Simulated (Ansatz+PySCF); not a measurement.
Values are calculated unless marked as measured or tabulated.
Several solutions for singlet C4H4O

```xyz
9

O     1.2418    0.0000    0.0000
C     0.3810    1.1734    0.0000
C    -1.0350    0.7726    0.0000
C    -1.0350   -0.7726    0.0000
C     0.3810   -1.1734    0.0000
H     0.9232    2.2147    0.0000
H    -1.9660    1.4893    0.0000
H    -1.9660   -1.4893    0.0000
H     0.9232   -2.2147    0.0000
```

Basis set: def2-SVP (spherical functions). Charge 0, multiplicity 1.

CASSCF(6,5) was run from several starts with Ansatz (development build ahead of 0.2.0) and PySCF 2.14.0. The starts are those of the Hartree–Fock orbitals from which the active space was taken at the frontier.

```json
{"run": "A", "program": "Ansatz", "start": "stability test followed", "converged": "yes", "energy (hartree)": "-228.42858", "<S²>": "0.00"}
{"run": "B", "program": "PySCF", "start": "program defaults", "converged": "yes", "energy (hartree)": "-228.43144", "<S²>": "0.00"}
{"run": "C", "program": "Ansatz", "start": "search for the lowest state", "converged": "yes", "energy (hartree)": "-228.43265", "<S²>": "0.00"}
{"run": "D", "program": "Ansatz", "start": "atomic start, no search", "converged": "yes", "energy (hartree)": "-228.42858", "<S²>": "0.00"}
```

(1) Which runs reached the lowest solution of this kind, and what is wrong with the others?

Answers

(1) C reached the lowest solution found. Converged but too high: A by 0.11 eV, B by 0.03 eV, D by 0.11 eV. Convergence only shows a stationary point; in CASSCF the end hangs on which orbitals enter the active space. Caution: other starts end on other solutions of this active space.
